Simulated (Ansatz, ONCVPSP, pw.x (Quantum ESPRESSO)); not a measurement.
# Equation-of-state test of one ONCV potential (Al (Z = 13))

- Element: aluminium
- Generator: ONCVPSP 4.0.1.1 (patched build)
- Type: optimised norm-conserving Vanderbilt (ONCV)
- Functional: PBEsol
- Relativity: scalar-relativistic
- Frozen core: [Ne]
- Valence charge: 3
- Reference configuration: 3s2 3p1
- Partial waves: 3s: rc 1.90 bohr, ncon 5, nbas 9, qcut 3.5 1/bohr, local; 3p: rc 2.20 bohr, ncon 4, nbas 9, qcut 4.3 1/bohr, 1 projector; d scattering state at 0.03 Ha: rc 1.95 bohr, ncon 5, nbas 9, qcut 4.7 1/bohr, 2 projectors, debl 3 Ha
- Local potential: the s channel
- Core correction: none

Crystal test: fcc Al in pw.x 7.5, no spin, 14³ k-points, Fermi–Dirac smearing 0.01 Ry, cutoffs 35/140 Ry. The reference is all-electron LAPW (Ansatz 0.2.0) with the same functional, mesh and smearing; V0 and B0 come from Birch–Murnaghan fits to the pressures at five volumes. Errors are pseudo minus all-electron; Δ is the rms difference of the E(V) curves that follow from these fits, minima aligned, over ±6 % about the mean V0. Mesh and smearing are coarse, so the numbers serve the comparison and aren't converged zero-temperature values; the lattice is a test structure that the element need not adopt.

```csv
V (Å³/atom),P all-electron (GPa),P pseudo (GPa)
15.397,4.49,4.24
15.802,2.01,1.82
16.207,-0.16,-0.29
16.612,-2.03,-2.13
17.017,-3.66,-3.73
```

All-electron: a0 = 4.015 Å (V0 = 16.18 Å³/atom), B0 = 81.2 GPa.

Pseudopotential: mean pressure error (GPa): -0.15; a0 (Å): 4.012; a0 error (%): -0.06; B0 error (%): -1.5; Δ (meV/atom): 0.5.

Q: At the middle volume, how do free energy and pressure move when the wave cutoff is lowered (ecutrho kept at four times it)?

A:

| cutoff (Ry) | shift of F (meV/atom) | shift of P (GPa) |
| --- | --- | --- |
| 16 | +16.6 | -0.07 |
| 21 | +5.9 | -0.13 |
| 28 | +0.6 | -0.04 |

The run at the middle volume (104 k-points, 6 iterations) took about 2.4 s on one core of a shared host (AMD EPYC 9R45 96-Core Processor, 96 threads, 376 GiB, load 17).
